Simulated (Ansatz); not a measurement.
Cost and result for the atomization energy of CH₂BN, SMILES `B1C=N1` (5 atoms, 5 bonds).

Cartesian coordinates in Å:
```
B 0.4884 0.0274 -0.5553
C -0.4062 -0.2270 0.5432
N -0.3943 0.9778 0.0493
H 1.2998 -0.1320 -1.3959
H -0.9877 -0.6461 1.3587
```

The species carries charge 0 and has multiplicity 1. The structure was optimised at the PBE0-D4/def2-TZVP level. Program: Ansatz. All runs use 2 threads of an Arm Neoverse V2 on a shared host. Times are those of one run each, without the atoms' runs, and a repeat can differ threefold. Electronic energies, without spin–orbit coupling; frozen cores. CCSD(T)/CBS extrapolates def2-TZVPP and def2-QZVPP, and its time is that of the two runs behind it. T1 = 0.011. B3LYP takes the VWN-RPA correlation (the form of Gaussian; ORCA's B3LYP/G).

CCSD(T)/CBS is a level of theory with its own doubt, some kJ/mol a heavy atom from the limit and from the frozen cores, so smaller differences don't rank the functionals.

| level | functions | wall time |
| --- | --- | --- |
| CCSD(T)/def2-SVP | 52 | 0.4 s |
| PBE0-D4/def2-TZVPP | 121 | 0.7 s |
| PBE-D4/def2-TZVPP (with forces) | 121 | 0.75 s |
| CAM-B3LYP-D4/def2-TZVPP | 121 | 0.8 s |
| B3LYP-D4/def2-TZVPP (with forces) | 121 | 0.95 s |
| B2PLYP/def2-TZVPP | 121 | 1.2 s |
| PBE-QIDH/def2-TZVPP | 121 | 1.2 s |
| r2SCANh-D4/def2-TZVPP | 121 | 1.4 s |
| r2SCAN-D4/def2-TZVPP (with forces) | 121 | 1.4 s |
| B97M-V/def2-TZVPP | 121 | 2.5 s |
| CCSD(T)/def2-TZVPP | 121 | 3.4 s |
| CCSD(T)/def2-QZVPP | 231 | 6 min |
| CCSD(T)/CBS(def2) | – | 6 min |

(1) What atomization energy does each give, and how far from CCSD(T)/CBS? (Estimate.)

## Answers

(1) Ansatz gave: 
```tsv
level	atomization (kJ/mol)	difference from CCSD(T)/CBS	per bond
CCSD(T)/def2-SVP	1903.5	-93.6	-18.7
PBE0-D4/def2-TZVPP	2044.3	47.2	9.4
PBE-D4/def2-TZVPP (with forces)	2104.4	107.3	21.5
CAM-B3LYP-D4/def2-TZVPP	2037.0	39.9	8.0
B3LYP-D4/def2-TZVPP (with forces)	2031.7	34.6	6.9
B2PLYP/def2-TZVPP	2009.7	12.6	2.5
PBE-QIDH/def2-TZVPP	2010.0	12.9	2.6
r2SCANh-D4/def2-TZVPP	2006.2	9.1	1.8
r2SCAN-D4/def2-TZVPP (with forces)	2024.9	27.8	5.6
B97M-V/def2-TZVPP	2035.5	38.4	7.7
CCSD(T)/def2-TZVPP	1936.9	-60.2	-12.0
CCSD(T)/def2-QZVPP	1972.8	-24.3	-4.8
CCSD(T)/CBS(def2)	1997.1	0.0	0.0
```

Leaving LDA and LC-ωPBE aside and taking each functional with its dispersion term where it has one, the values, not all of them listed here, spread over 157.3 kJ/mol, from BHLYP-D4 to PBE-D4. LDA lies +246.3 kJ/mol from PBE without D4, its usual overbinding. From BLYP to BHLYP (50 % exact exchange), in def2-TZVPP and without D4, the atomization energy moves by −91.9 kJ/mol: exact exchange takes away binding that semilocal exchange gives to molecules. At CCSD(T), def2-SVP lies −93.6 kJ/mol from the extrapolated value and def2-TZVPP −60.2 kJ/mol: correlation converges slowly with the basis, and small sets miss more of it in the bonded molecule than in its fragments.
